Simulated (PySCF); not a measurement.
SiO⁺ at PBE0

Computed with PBE0; Si def2-TZVPPD, O def2-TZVPPD; no relativity (PySCF 2.14).

For SiO⁺, the state is quartet, unpaired electrons σ ↑, π ↑↑, a mixture of terms (⟨Lz²⟩ = 2.0), a second solution, started from another occupation. The bond length is 3.238 bohr, the harmonic wavenumber is 702 cm⁻¹ and the force constant is 2.96 mdyn/Å. The rotational constant Be is 0.5642 cm⁻¹, the anharmonicity ωexe is 14.2 cm⁻¹ and the vibration–rotation constant αe is 0.00952 cm⁻¹. The energy of the minimum from ground-state Si⁺ + O is -0.93 eV, the bond order (Mayer) is 1.32 and the dipole moment (positive dipole points towards O; it is taken about the centre of mass and depends on that origin) is -2.94 D.

For an ion De counts to the pair picked by the measured ionisation energies or electron affinities, which need not be the lowest pair at this level. Counting both spins, an empty level lies below a filled one in this solution, because spin and occupation are held.
